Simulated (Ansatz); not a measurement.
A calculation on rock-salt SnTe (cubic form, which distorts at low temperature) returned lattice constant a 6.466 Å, bulk modulus 40.7 GPa, formation enthalpy -0.326 eV/atom.

For reference: lattice constant a 6.316 Å (measured, room temperature, no zero-point or thermal correction; as tabulated in Maiti et al. (2022), arXiv:2109.01420); bulk modulus 37.8 GPa (measured, temperature not stated, no zero-point or thermal correction; as tabulated in Toher et al. (2017), arXiv:1611.05714); formation enthalpy -0.315 ± 0.004 eV/atom (measured, 298 K, copied from a table, unchecked, no zero-point or thermal correction; as tabulated in Wang et al. (2021), doi:10.1038/s41598-021-94550-5).

Q: Which level of theory produced these numbers?
A) RPBE (Ansatz (a first-principles code))
B) PBEsol-D3(BJ) (Ansatz)
C) HSE06 (Ansatz)
D) rVV10 (Ansatz)

A: D, rVV10 (Ansatz)

The others give: PBEsol-D3(BJ) 6.200 Å, 52.3 GPa, -0.253 eV/atom; HSE06 6.360 Å, 44.5 GPa, -0.328 eV/atom; RPBE 6.484 Å, 36.2 GPa, -0.306 eV/atom.

Unless a cell is named, each level is at its own relaxed cell (HSE06 32.16, PBEsol-D3(BJ) 29.78, RPBE 34.08, rVV10 33.79 Å³/atom).

Caveats: an element that serves as reference has a cell well above its measured volume (RPBE); exact exchange on metals is sensitive to the k mesh and can open a false gap (HSE06); symmetry holds this phase in the static calculation, where it need not be a minimum (PBEsol-D3(BJ), HSE06, RPBE, rVV10); the run warned that the count of filled bands differs between k points (HSE06). Ansatz's density-functional and Hartree–Fock values are scalar-relativistic unless marked +SOC, with PAW data made under PBE.
